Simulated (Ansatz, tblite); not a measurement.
Adding an electron: the cluster MgCl₂⁺ (the lowest doublet isomer of a short search). The state is a doublet with charge 1. Geometry: r2SCAN-D4/def2-TZVP. Ansatz, gas phase; energy differences of separate SCF runs; the reduced species is a singlet (the triplet lies 1.81 eV higher at PBE0-D4/def2-TZVP).

```xyz
3

Mg   -1.054    0.401   -0.115
Cl    0.248   -1.215   -0.926
Cl    0.806    0.815    1.041
```

The xTB rows come from tblite. The structure comes from a short search, and lower isomers may exist.

```tsv
level	−HOMO (eV)	−LUMO (eV)	vertical EA (eV)	HOMO–LUMO gap (eV)
GFN1-xTB	–	–	14.85	–
GFN2-xTB	–	–	14.22	–
PBE-D4/def2-TZVP	12.90	11.95	8.65	0.95
r2SCAN-D4/def2-TZVP	13.16	11.82	8.71	1.35
PBE0-D4/def2-TZVP	14.29	11.06	8.83	3.23
```

  HOMO and LUMO are the levels of the spin that leaves or enters (xTB has no such levels and no spin-polarisation term). Other spin states of the ions may lie lower, which would lower the ionisation energy or raise the affinity. Raw xTB energy differences between charge states are shifted by several eV; the methods need an empirical correction for them.
